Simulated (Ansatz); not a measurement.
# SiP$_{2}$, triplet: reading a ladder of total energies

Geometry: that of the SiP2, singlet, kept fixed.

```yaml
atoms:
  - { symbol: P, position_ang: [0.0000, -1.0253, 0.6131] }
  - { symbol: P, position_ang: [0.0000, 1.0253, 0.6131] }
  - { symbol: Si, position_ang: [0.0000, 0.0000, -1.3524] }
```

Basis cc-pVDZ; Ansatz 0.2.0. Only valence electrons are correlated (noble-gas cores frozen), which leaves 14 electrons in 39 orbitals. Prefix R: restricted or restricted open-shell reference; prefix U: unrestricted.

Full CI isn't at hand for all of this; UCCSDT(Q) serves as the reference, and is uncertain by the last step of the cluster series or more.

Unrestricted rows (U) aren't spin-pure: their determinants' ⟨S²⟩ exceeds S(S+1) by up to 0.14, so they mix in states of higher spin.

UCCSD has a T1 diagnostic of 0.031 and a largest doubles amplitude of 0.07.

Runs differ by some tens of microhartree through their thresholds and, for an open shell, their frozen cores, so steps under 0.03 kcal/mol mean nothing.

```json
{"level": "UHF", "total energy (hartree)": "-970.342642"}
{"level": "UMP2", "total energy (hartree)": "-970.620255"}
{"level": "UCCSD", "total energy (hartree)": "-970.654626"}
{"level": "UCCSD(T)", "total energy (hartree)": "-970.671845"}
{"level": "UCCSDT", "total energy (hartree)": "-970.673663"}
{"level": "UCCSDT(Q)", "total energy (hartree)": "-970.675658"}
```

Q: What is the correlation energy at UCCSDT(Q), and what share of it do UMP2 and UCCSD recover?

A: E(corr) = -970.675658 − (-970.342642) = -0.333016 hartree = -9.062 eV. UMP2: -0.277613 / -0.333016 = 83.36 %. UCCSD: -0.311984 / -0.333016 = 93.68 %.

Q: By how many kcal/mol does UCCSD(T) miss UCCSDT(Q) (1 hartree = 627.509 kcal/mol), and which steps make up the rest?

A: -970.671845 − (-970.675658) = 0.003813 hartree = 2.39 kcal/mol. Steps: UCCSDT − UCCSD(T) = -1.14, UCCSDT(Q) − UCCSDT = -1.25 kcal/mol. Differences between like states or geometries often cancel part of this.
